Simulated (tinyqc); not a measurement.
Coupled-perturbed Hartree-Fock on RHF in the sto-3g basis, for CH3-, spin multiplicity 1, step by step (part 2 of 2). The basis has no diffuse functions, so it cannot describe the extra electron: this is an exercise in the method, not the real anion. Computed by tinyqc, a small Python program that keeps every step (integrals from PySCF). Command: `OMP_NUM_THREADS=1 python tinyqc.py 27256 27257 out.jsonl` (the two numbers bound the seeds that draw the settings). One thread of a shared host (Intel(R) Xeon(R) Processor @ 2.60GHz), about 0.2 s of CPU time with the checks.

Geometry (angstrom):
```
atom         x         y        z
C      0.00000   0.00000  0.06000
H      1.06800   0.00000  0.00000
H     -0.53400   0.92500  0.00000
H     -0.53400  -0.92500  0.00000
```

## Integrals over molecular orbitals

coefficients C:
```
             MO1       MO2       MO3       MO4       MO5       MO6       MO7       MO8
1C 1s    0.99188  -0.21035   0.00000   0.00001  -0.01849  -0.24488   0.00000  -0.00009
1C 2s    0.03718   0.55556   0.00000  -0.00004   0.08580   1.50364   0.00000   0.00061
1C 2px   0.00000   0.00003   0.00000   0.45332   0.00000  -0.00038   0.00000   1.20455
1C 2py   0.00000   0.00000   0.45331   0.00000   0.00000   0.00000   1.20454   0.00000
1C 2pz  -0.00106  -0.02018   0.00000   0.00000   0.99668  -0.10101   0.00000  -0.00004
2H 1s   -0.00750   0.26700   0.00000   0.57671  -0.01994  -0.74407   0.00000  -0.98481
3H 1s   -0.00750   0.26696   0.49946  -0.28839  -0.01995  -0.74452  -0.85258   0.49196
4H 1s   -0.00750   0.26696  -0.49946  -0.28839  -0.01995  -0.74452   0.85258   0.49196
```

core Hamiltonian H = T + V (hartree), lower triangle:
```
            1C 1s     1C 2s    1C 2px    1C 2py    1C 2pz     2H 1s     3H 1s     4H 1s
1C 1s   -19.24566
1C 2s    -4.64670  -6.15586
1C 2px    0.00000  -0.00003  -5.17399
1C 2py    0.00000   0.00000   0.00000  -5.17399
1C 2pz    0.00296   0.02990   0.00000   0.00000  -4.97817
2H 1s    -1.23197  -2.73446  -2.21566   0.00000   0.13189  -3.93712
3H 1s    -1.23176  -2.73416   1.10767  -1.91872   0.13187  -0.80065  -3.93692
4H 1s    -1.23176  -2.73416   1.10767   1.91872   0.13187  -0.80065  -0.80049  -3.93692
```

Given earlier and not repeated: Two-electron integrals (ij|kl) in chemists' order.

(pq|rs) = sum C_ip C_jq C_kr C_ls (ij|kl), one index at a time.

one-electron integrals over orbitals h = C^T H C (hartree), lower triangle:
```
           1         2         3         4         5         6         7         8
1  -19.22716
2    0.36545  -4.87486
3    0.00000   0.00000  -4.36574
4   -0.00002  -0.00003   0.00000  -4.36582
5    0.02891  -0.02101   0.00000   0.00001  -4.97431
6    0.39061  -0.98519   0.00000   0.00041   0.05210  -3.84136
7    0.00000   0.00000  -0.97956   0.00000   0.00000   0.00000  -4.18486
8    0.00014  -0.00040   0.00000  -0.97952   0.00002   0.00013   0.00000  -4.18483
```

Two-electron integrals over orbitals (pq|rs), unique and non-zero (hartree):
```
(11|11) 3.50051     (21|11) -0.28107    (21|21) 0.03518     (22|11) 0.68325
(22|21) -0.00815    (22|22) 0.49519     (31|31) 0.00627     (32|31) 0.01146
(32|32) 0.12596     (33|11) 0.59040     (33|21) -0.00297    (33|22) 0.47860
(33|33) 0.53087     (41|11) 1.10e-05    (41|21) -9.64e-07   (41|22) 1.88e-06
(41|33) -0.00358    (41|41) 0.00627     (42|11) 3.82e-06    (42|21) 9.08e-07
(42|22) 1.79e-05    (42|33) -0.06807    (42|41) 0.01146     (42|42) 0.12597
(43|31) -0.00358    (43|32) -0.06807    (43|43) 0.05395     (44|11) 0.59042
(44|21) -0.00297    (44|22) 0.47862     (44|33) 0.42299     (44|41) 0.00358
(44|42) 0.06806     (44|44) 0.53086     (51|11) -0.02404    (51|21) 0.00249
(51|22) -0.00236    (51|33) -0.00092    (51|41) -1.44e-07   (51|42) -2.03e-08
(51|44) -0.00092    (51|51) 0.02210     (52|11) 0.00937     (52|21) -0.00112
(52|22) -0.00476    (52|33) -0.00207    (52|41) 2.52e-08    (52|42) 8.17e-08
(52|44) -0.00207    (52|51) 0.02269     (52|52) 0.08336     (53|31) 0.00040
(53|32) -0.00102    (53|43) 0.00142     (53|53) 0.01898     (54|11) -1.60e-06
(54|21) 9.41e-08    (54|22) -2.35e-07   (54|33) 0.00142     (54|41) 0.00040
(54|42) -0.00102    (54|44) -0.00142    (54|51) -9.82e-07   (54|52) -2.42e-06
(54|54) 0.01898     (55|11) 0.85144     (55|21) -0.00937    (55|22) 0.52752
(55|33) 0.47819     (55|41) 3.37e-07    (55|42) 2.49e-06    (55|44) 0.47819
(55|51) 0.00322     (55|52) 0.01575     (55|54) -1.53e-06   (55|55) 0.67398
(61|11) -0.32128    (61|21) 0.04097     (61|22) -0.00878    (61|33) -0.00308
(61|41) -5.68e-06   (61|42) -6.59e-06   (61|44) -0.00308    (61|51) 0.00158
(61|52) -0.00252    (61|54) -1.41e-07   (61|55) -0.00873    (61|61) 0.04786
(62|11) 0.26663     (62|21) -0.00927    (62|22) 0.06705     (62|33) 0.03547
(62|41) -2.64e-06   (62|42) -7.26e-06   (62|44) 0.03548     (62|51) -0.00269
(62|52) -0.00286    (62|54) -1.27e-06   (62|55) 0.13499     (62|61) -0.00985
(62|62) 0.07927     (63|31) 0.00349     (63|32) -0.04387    (63|43) 0.04313
(63|53) 0.00194     (63|63) 0.06222     (64|11) -0.00010    (64|21) 2.26e-06
(64|22) -3.33e-05   (64|33) 0.04309     (64|41) 0.00349     (64|42) -0.04383
(64|44) -0.04312    (64|51) 5.71e-08    (64|52) -2.01e-06   (64|54) 0.00194
(64|55) -0.00005    (64|61) -4.19e-08   (64|62) -4.30e-05   (64|64) 0.06218
(65|11) -0.01066    (65|21) -0.00073    (65|22) -0.00865    (65|33) -0.00352
(65|41) -4.04e-07   (65|42) -2.81e-06   (65|44) -0.00353    (65|51) 0.02429
(65|52) 0.07372     (65|54) -9.94e-06   (65|55) 0.00319     (65|61) -0.00229
(65|62) -0.00968    (65|64) 1.87e-06    (65|65) 0.07314     (66|11) 0.69860
(66|21) -0.01137    (66|22) 0.48037     (66|33) 0.46993     (66|41) -7.97e-06
(66|42) -0.00007    (66|44) 0.46986     (66|51) -0.00500    (66|52) -0.01144
(66|54) 1.18e-06    (66|55) 0.51253     (66|61) -0.01177    (66|62) 0.05218
(66|64) 8.48e-06    (66|65) -0.01448    (66|66) 0.48840     (71|31) 0.01241
(71|32) 0.02007     (71|43) -0.00566    (71|53) 0.00083     (71|63) 0.00663
(71|71) 0.02477     (72|31) 0.00872     (72|32) 0.01036     (72|43) 0.01944
(72|53) 0.00325     (72|63) 0.04382     (72|71) 0.01609     (72|72) 0.05264
(73|11) 0.24001     (73|21) -0.00498    (73|22) 0.06722     (73|33) 0.01672
(73|41) 0.00242     (73|42) 0.04901     (73|44) 0.06368     (73|51) 0.00013
(73|52) 0.00583     (73|54) -0.00126    (73|55) 0.11935     (73|61) -0.00518
(73|62) 0.07442     (73|64) -0.03053    (73|65) -0.00124    (73|66) 0.04627
(73|73) 0.11011     (74|31) 0.00242     (74|32) 0.04901     (74|43) -0.02348
(74|53) -0.00126    (74|63) -0.03052    (74|71) 0.00477     (74|72) -0.00469
(74|74) 0.03503     (75|31) 0.00117     (75|32) 0.00780     (75|43) -0.00356
(75|53) 0.01841     (75|63) -0.00209    (75|71) 0.00224     (75|72) 0.00284
(75|74) 0.00290     (75|75) 0.02488     (76|31) 0.01245     (76|32) 0.10963
(76|43) -0.05891    (76|53) -0.00124    (76|63) -0.04138    (76|71) 0.02280
(76|72) 0.00777     (76|74) 0.04865     (76|75) 0.00691     (76|76) 0.10947
(77|11) 0.79441     (77|21) -0.00998    (77|22) 0.51164     (77|33) 0.52793
(77|41) 0.00107     (77|42) -0.02377    (77|44) 0.46351     (77|51) -0.00052
(77|52) 0.00310     (77|54) 0.00171     (77|55) 0.54808     (77|61) -0.01018
(77|62) 0.07774     (77|64) 0.03436     (77|65) -0.00212    (77|66) 0.50738
(77|73) 0.07573     (77|77) 0.58940     (81|11) -0.00012    (81|21) 1.56e-05
(81|22) -3.52e-07   (81|33) -0.00566    (81|41) 0.01241     (81|42) 0.02007
(81|44) 0.00566     (81|51) 5.72e-07    (81|52) -8.33e-07   (81|54) 0.00083
(81|55) -2.95e-06   (81|61) 9.14e-06    (81|62) -8.95e-06   (81|64) 0.00663
(81|65) -1.55e-06   (81|66) -1.96e-05   (81|73) 0.00477     (81|77) 0.00276
(81|81) 0.02477     (82|11) 0.00011     (82|21) -3.08e-06   (82|22) 2.93e-05
(82|33) 0.01946     (82|41) 0.00872     (82|42) 0.01035     (82|44) -0.01943
(82|51) -9.13e-07   (82|52) -4.02e-07   (82|54) 0.00325     (82|55) 0.00005
(82|61) -9.22e-06   (82|62) 1.49e-05    (82|64) 0.04382     (82|65) -4.14e-06
(82|66) 1.61e-05    (82|73) -0.00467    (82|77) 0.02845     (82|81) 0.01609
(82|82) 0.05264     (83|31) 0.00242     (83|32) 0.04899     (83|43) -0.02347
(83|53) -0.00126    (83|63) -0.03050    (83|71) 0.00478     (83|72) -0.00468
(83|74) 0.03094     (83|75) 0.00290     (83|76) 0.04864     (83|83) 0.03501
(84|11) 0.24001     (84|21) -0.00498    (84|22) 0.06720     (84|33) 0.06369
(84|41) -0.00242    (84|42) -0.04903    (84|44) 0.01671     (84|51) 0.00013
(84|52) 0.00583     (84|54) 0.00126     (84|55) 0.11934     (84|61) -0.00518
(84|62) 0.07442     (84|64) 0.03048     (84|65) -0.00124    (84|66) 0.04634
(84|73) 0.04413     (84|77) 0.08802     (84|81) -0.00478    (84|82) 0.00474
(84|84) 0.11014     (85|11) -3.26e-06   (85|21) -1.87e-07   (85|22) -1.91e-06
(85|33) -0.00356    (85|41) 0.00117     (85|42) 0.00780     (85|44) 0.00356
(85|51) 8.82e-06    (85|52) 2.76e-05    (85|54) 0.01841     (85|55) 1.68e-06
(85|61) -1.57e-06   (85|62) -4.37e-06   (85|64) -0.00208    (85|65) 1.75e-05
(85|66) -9.68e-06   (85|73) 0.00290     (85|77) -0.00035    (85|81) 0.00224
(85|82) 0.00284     (85|84) -0.00290    (85|85) 0.02488     (86|11) -2.42e-05
(86|21) 4.07e-08    (86|22) 4.82e-06    (86|33) -0.05889    (86|41) 0.01245
(86|42) 0.10961     (86|44) 0.05887     (86|51) -1.58e-06   (86|52) -4.87e-06
(86|54) -0.00124    (86|55) -8.22e-06   (86|61) -8.52e-06   (86|62) -1.36e-05
(86|64) -0.04132    (86|65) -6.80e-06   (86|66) -0.00008    (86|73) 0.04863
(86|77) -0.02156    (86|81) 0.02280     (86|82) 0.00778     (86|84) -0.04867
(86|85) 0.00691     (86|86) 0.10944     (87|31) 0.00107     (87|32) -0.02373
(87|43) 0.03220     (87|53) 0.00171     (87|63) 0.03439     (87|71) 0.00277
(87|72) 0.02842     (87|74) -0.00613    (87|75) -0.00035    (87|76) -0.02154
(87|83) -0.00612    (87|87) 0.03443     (88|11) 0.79441     (88|21) -0.00998
(88|22) 0.51164     (88|33) 0.46345     (88|41) -0.00106    (88|42) 0.02385
(88|44) 0.52797     (88|51) -0.00052    (88|52) 0.00310     (88|54) -0.00171
(88|55) 0.54808     (88|61) -0.01018    (88|62) 0.07775     (88|64) -0.03446
(88|65) -0.00212    (88|66) 0.50735     (88|73) 0.08805     (88|77) 0.52050
(88|81) -0.00275    (88|82) -0.02838    (88|84) 0.07568     (88|85) 0.00036
(88|86) 0.02161     (88|88) 0.58943
```

## Response to a field: uncoupled start

orbital energies (hartree): MO1 -10.36548, MO2 -0.41415, MO3 -0.09967, MO4 -0.09967, MO5 0.22692, MO6 1.09656, MO7 1.25885, MO8 1.25886

dipole integrals <a|z|i> (bohr):
```
          i1       i2       i3        i4       i5
a6  -0.00789  0.00539  0.00000  -0.00003  0.42634
a7   0.00000  0.00000  0.07168   0.00000  0.00000
a8   0.00000  0.00001  0.00000   0.07168  0.00015
```

Field along z; U_ai = -mu_ai / (e_a - e_i), alpha = -4 sum U_ai mu_ai.

uncoupled U:
```
         i1        i2        i3        i4        i5
a6  0.00069  -0.00357   0.00000   0.00002  -0.49025
a7  0.00000   0.00000  -0.05276   0.00000   0.00000
a8  0.00000   0.00000   0.00000  -0.05276  -0.00014
```

uncoupled polarisability = 0.86640 bohr^3

## Coupled step 1

U_ai = -(mu_ai + sum_bj [4 (ai|bj) - (ab|ij) - (aj|bi)] U_bj) / (e_a - e_i); alpha = -4 sum U_ai mu_ai.

U after step 1:
```
         i1       i2        i3        i4        i5
a6  0.00027  0.00022   0.00000   0.00002  -0.65575
a7  0.00000  0.00000  -0.05622   0.00000   0.00000
a8  0.00000  0.00000   0.00000  -0.05622  -0.00018
```

polarisability = 1.15054 bohr^3

## Coupled step 2

As before.

U after step 2:
```
         i1        i2        i3        i4        i5
a6  0.00021  -0.00044   0.00000   0.00002  -0.71147
a7  0.00000   0.00000  -0.05705   0.00000   0.00000
a8  0.00000   0.00000   0.00000  -0.05705  -0.00019
```

polarisability = 1.24605 bohr^3

## Coupled polarisability

Repeat until U stops changing; compare with -d2E/dF2.

Course of the coupled iterations:
```
step  alpha (bohr^3)
0            0.86640
1            1.15054
2            1.24605
3            1.27815
4            1.28896
5            1.29261
6            1.29384
7            1.29425
8            1.29439
9            1.29444
10           1.29446
11           1.29446
12           1.29447
13           1.29447
14           1.29447
15           1.29447
16           1.29447
17           1.29447
```

coupled polarisability = 1.29447 bohr^3

finite-field check, fields of +/-0.001 au = 1.29447 bohr^3
